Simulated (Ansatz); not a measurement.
Cost and result for the atomization energy of BClH2S, SMILES `SBCl` (5 atoms, 4 bonds).

Charge 0, multiplicity 1. Geometry: relaxed with PBE0-D4/def2-TZVP. It is one conformer, not always the lowest. Program: Ansatz. Hardware: A = 2 threads of an AMD EPYC 7R13 on a shared host; B = 2 threads of an AMD EPYC 7R13 on a shared host and a share of an NVIDIA H100 80 GB. Times are those of one run each, without the atoms' runs, and a repeat can differ threefold. Electronic energies, without spin–orbit coupling; frozen cores. CCSD(T)/CBS extrapolates def2-TZVPP and def2-QZVPP, and its time is that of the two runs behind it. T1 = 0.013. B3LYP takes the VWN-RPA correlation (the form of Gaussian; ORCA's B3LYP/G).

CCSD(T)/CBS is a level of theory with its own doubt, some kJ/mol a heavy atom from the limit and from the frozen cores, so smaller differences don't rank the functionals.

```
                                 level  functions  wall time
   PBE-D4/def2-TZVPP (with forces) [A]        143      1.1 s
                PBE0-D4/def2-TZVPP [A]        143      1.4 s
 B3LYP-D4/def2-TZVPP (with forces) [A]        143      1.6 s
                 B2PLYP/def2-TZVPP [A]        143        2 s
r2SCAN-D4/def2-TZVPP (with forces) [A]        143        2 s
                CCSD(T)/def2-QZVPP [B]        257      2.3 s
                ωB97X-V/def2-TZVPP [A]        143      3.1 s
  ωB97M-V/def2-TZVPP (with forces) [A]        143        4 s
                CCSD(T)/def2-TZVPP [A]        143      7.5 s
                     CCSD(T)/CBS(def2)          –      9.8 s
```

Task: What atomization energy does each give, and how far from CCSD(T)/CBS? (Estimate.)

Result: Ansatz gave: 
| level | atomization (kJ/mol) | difference from CCSD(T)/CBS | per bond |
| --- | --- | --- | --- |
| PBE-D4/def2-TZVPP (with forces) [A] | 1669.1 | 46.8 | 11.7 |
| PBE0-D4/def2-TZVPP [A] | 1644.4 | 22.1 | 5.5 |
| B3LYP-D4/def2-TZVPP (with forces) [A] | 1624.1 | 1.8 | 0.5 |
| B2PLYP/def2-TZVPP [A] | 1609.8 | -12.5 | -3.1 |
| r2SCAN-D4/def2-TZVPP (with forces) [A] | 1654.8 | 32.5 | 8.1 |
| CCSD(T)/def2-QZVPP [B] | 1604.2 | -18.1 | -4.5 |
| ωB97X-V/def2-TZVPP [A] | 1638.5 | 16.2 | 4.1 |
| ωB97M-V/def2-TZVPP (with forces) [A] | 1647.7 | 25.4 | 6.4 |
| CCSD(T)/def2-TZVPP [A] | 1579.7 | -42.6 | -10.6 |
| CCSD(T)/CBS(def2) | 1622.3 | 0.0 | 0.0 |

In def2-TZVPP, CCSD(T) changes the Hartree–Fock value by +351.3 kJ/mol (the triples alone add +29.4 kJ/mol) and MP2 by +392.2 kJ/mol; breaking electron pairs costs correlation energy, which Hartree–Fock lacks. From PBE to PBE0 (25 % exact exchange), in def2-TZVPP and without D4, the atomization energy moves by −23.1 kJ/mol: exact exchange takes away binding that semilocal exchange gives to molecules. The D4 term adds +16.0 kJ/mol with B3LYP and +8.1 kJ/mol with PBE0; it sums over pairs of atoms, weighted by their polarisabilities, and B3LYP, whose exchange is more repulsive, gets the larger term.
